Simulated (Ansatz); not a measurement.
Working through a composite energy at a relaxed geometry of C2H3N, SMILES C#CN

With Ansatz 0.2.0 through its Python package.

Input file `c2h3n.xyz`:
```text
6

C    -1.18280   -0.52430   -0.70900
C    -0.24230   -0.21010   -0.10770
N     0.93700    0.12420    0.62700
H    -2.03850   -0.71750   -1.26750
H     1.74380    0.43210    0.03960
H     0.82480    0.83160    1.37140
```

At the Python prompt:
```pycon
>>> import ansatz as az
>>> import numpy as np
>>> config = {
...     "basis_set": "def2-SVP",
...     "xc": "r2SCAN",
... }
>>> system = az.Crystal.molecule_from_extxyz("c2h3n.xyz")
>>> base = (
...     system.calculation()
...     .basis(gaussian=config["basis_set"])
...     .functional(config["xc"])
... )
>>> symbols = [site.symbol for site in system.cartesian_sites]
>>> start = np.array([site.position_ang for site in system.cartesian_sites], dtype=float)
>>> report = base.relax(force_tolerance=0.01).run(threads=1).report
>>> end = np.array(report["positions_ang"])
>>> print("final positions (A) and the move of each atom")
final positions (A) and the move of each atom
>>> for symbol, xyz, old in zip(symbols, end, start):
...     print(f"{symbol:2s} {xyz[0]:10.5f} {xyz[1]:10.5f} {xyz[2]:10.5f}   {np.linalg.norm(xyz - old):7.4f}")
...
C    -1.17898   -0.47836   -0.71421    0.0464
C    -0.17985   -0.15468   -0.09783    0.0841
N     0.92891    0.14661    0.60365    0.0334
H    -2.05830   -0.76822   -1.25516    0.0558
H     1.74042    0.39488    0.04349    0.0376
H     0.78979    0.79577    1.37385    0.0501
>>> minimum = az.Crystal.molecule()
>>> for symbol, place in zip(symbols, end):
...     minimum = minimum.atom(symbol, place.tolist())
...
>>> at_minimum = minimum.calculation()
>>> # MP2 extrapolated to the basis limit, plus the small-basis difference CCSD(T) - MP2
>>> level = lambda method, basis: at_minimum.basis(gaussian=basis).correlation(method).run(threads=1).report
>>> small, large, cluster = level("mp2", "cc-pVDZ"), level("mp2", "cc-pVTZ"), level("ccsd_t", "cc-pVDZ")
>>> corr = lambda each: (each["free_energy_ev"] - each["reference_energy_ev"]) / 27.211386246
>>> mp2_limit = (27 * corr(large) - 8 * corr(small)) / 19
>>> pieces = {"HF / cc-pVTZ": large["reference_energy_ev"] / 27.211386246, "MP2 correlation, DZ-TZ limit": mp2_limit, "CCSD(T) - MP2 / cc-pVDZ": corr(cluster) - corr(small)}
>>> for name, value in pieces.items():
...     print(f"{name:32s} {value:14.6f} Ha")
...
HF / cc-pVTZ                        -131.899617 Ha
MP2 correlation, DZ-TZ limit          -0.559217 Ha
CCSD(T) - MP2 / cc-pVDZ               -0.038218 Ha
>>> print(f"{'sum':32s} {sum(pieces.values()):14.6f} Ha")
sum                                 -132.497053 Ha
>>> print("T1 diagnostic", round(cluster["correlation"]["coupled_cluster"]["t1_diagnostic"], 4))
T1 diagnostic 0.0125
```

These settings explore the input space; basis and method may be short of convergence. The sum leaves out core correlation, relativity, the Hartree-Fock basis error and zero-point energy; a DZ-TZ extrapolation is rough. Inner cores stay frozen, so this is valence correlation. An extrapolation from small basis sets is rough. Finished in 18 s on 1 thread of Arm Neoverse V1 (shared host), peak memory 0.24 GiB.
